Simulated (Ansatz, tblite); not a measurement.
Forces on C3H2 at its r2SCAN-D4/def2-TZVP geometry. The state is a singlet with charge 0.

The xTB rows come from tblite. The structure comes from a short search, and lower isomers may exist.

GFN1-xTB (tblite), largest force 1.42 eV/Å:

```xyz
5
positions Å, forces eV/Å
C     0.552    0.304   -0.203    1.212    0.729   -0.106
C    -0.562   -0.322    0.135   -1.137   -0.591    0.606
C     0.172    0.320    1.161   -0.087   -0.162   -0.586
H    -1.427   -0.908   -0.139    0.345    0.202   -0.060
H     1.265    0.606   -0.955   -0.332   -0.178    0.145
```

GFN2-xTB (tblite), largest force 1.88 eV/Å:

```
C 1.480 0.750 -0.893
C -1.606 -0.985 0.042
C 0.103 0.192 0.696
H 0.488 0.289 -0.067
H -0.465 -0.247 0.222
```

BHLYP-D4/def2-TZVP (Ansatz), largest force 0.95 eV/Å:

```
C -0.450 -0.199 0.431
C 0.533 0.354 0.132
C -0.134 -0.249 -0.903
H 0.305 0.204 0.085
H -0.255 -0.110 0.255
```
